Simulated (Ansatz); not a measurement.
# CH6Si (singlet): wave-function methods side by side at distance C1–H5 along a hydrogen transfer = 1.013 Å, cc-pVDZ

The task here is to estimate one member of a computed series from the others.

Method: cc-pVDZ, core rule «outside noble gas», up to 6 orbitals frozen; program: Ansatz 0.2.0, Gaussian basis.

To be run: UHF; CCSD(T) on RHF; CCSD(T) on UHF; BCCD(T) on RHF; CISD; CCSDT(Q) on RHF; CASSCF and NEVPT2, 2 electrons in 2 orbitals; CASSCF and NEVPT2, 8 electrons in 8 orbitals.

2 further runs of the same task are left out: 2 that didn't finish.

## The geometry

The geometry derives from fragments relaxed apart (PBE0/def2-TZVP) and kept rigid, so it is no stationary point. A hydrogen atom is moved between rigid fragments.

8 atoms, charge 0, spin multiplicity 1.

Atoms are counted from 1 here; the program's logs count them from 0.

Bond lengths: C1–H2 1.090 Å, C1–H3 1.090 Å, C1–H4 1.090 Å, C1–H5 1.013 Å, Si6–H7 1.526 Å, Si6–H8 1.526 Å. Angles: H2–C1–H3 109.5°, H2–C1–H4 109.5°, H2–C1–H5 109.5°, H3–C1–H4 109.5°, H3–C1–H5 109.5°, H4–C1–H5 109.5°, H7–Si6–H8 91.2°.

As a file:

```mol
CH6Si
  3D, bonds by distance, orders not assigned

  8  6  0  0  0  0  0  0  0  0999 V2000
   -1.9227    0.0382   -0.0000 C   0  0
   -2.2859    1.0655    0.0000 H   0  0
   -2.2859   -0.4755    0.8897 H   0  0
   -2.2859   -0.4755   -0.8897 H   0  0
   -0.9097    0.0382    0.0000 H   0  0
    0.9863    0.0382    0.0000 Si  0  0
    1.5985   -0.8361    1.0900 H   0  0
    1.5985   -0.8361   -1.0900 H   0  0
  1  2  8  0
  1  3  8  0
  1  4  8  0
  1  5  8  0
  6  7  8  0
  6  8  8  0
M  END
```

Set-up of the first run:

Contents of in.yaml:

```yaml
crystal:
  periodic: [false, false, false]
  atoms:
    - {symbol: C, position_ang: [-1.922722, 0.038195, -0.000001]}
    - {symbol: H, position_ang: [-2.285928, 1.065495, 0.000000]}
    - {symbol: H, position_ang: [-2.285928, -0.475456, 0.889668]}
    - {symbol: H, position_ang: [-2.285927, -0.475456, -0.889669]}
    - {symbol: H, position_ang: [-0.909722, 0.038195, 0.000000]}
    - {symbol: Si, position_ang: [0.986278, 0.038195, 0.000000]}
    - {symbol: H, position_ang: [1.598458, -0.836090, 1.090013]}
    - {symbol: H, position_ang: [1.598459, -0.836089, -1.090012]}
basis:
  gaussian: {orbitals: cc-pVDZ}
magnetization: {spin_polarized: true, initial_magnetization: 0}
hamiltonian: {xc: hf}
output: {orbitals: {seedname: orbitals}}
```

The run is started by

```sh
$ ansatz run in.yaml --threads 1 --pin off --events-out ev --progress --plain --max-ram 2393MiB
```

Among the steps run: UHF; CCSD(T) on RHF; CCSD(T) on UHF; BCCD(T) on RHF; CISD; CCSDT(Q) on RHF; CASSCF and NEVPT2, 2 electrons in 2 orbitals; CASSCF and NEVPT2, 8 electrons in 8 orbitals.

One table of the session follows, with a row left open; its other results are not shown here.

It belongs to the step «Misses and costs». 

```
     method  from RCCSDT(Q) (meV)
        RHF               +8580.6
        UHF               +8553.3
       RMP2               +1565.3
       CISD               +1068.3
      RCCSD                     ?
   RCCSD(T)                 +38.1
    BCCD(T)                 +37.6
     RCCSDT                  +9.0
  RCCSDT(Q)                     0
CASSCF pair               +8124.5
NEVPT2 pair               +1547.7
```

Estimate the missing values for RCCSD.

As computed: from RCCSDT(Q) (meV): +234.2. In the column «from RCCSDT(Q) (meV)» it lies between RCCSD(T) (+38.1) and CISD (+1068.3).

Not comparable, so not listed: CCSD(T) on UHF (they don't share determinant, frozen orbitals or solution with the rows shown, or repeat one).

Limits of these values: Left out of the table: CASSCF frontier, NEVPT2 frontier (the active space lost an orbital or holds another state than full CI finds). Warnings: restricted reference is unstable; spin contamination. Warnings in the runs' records: passed over end.
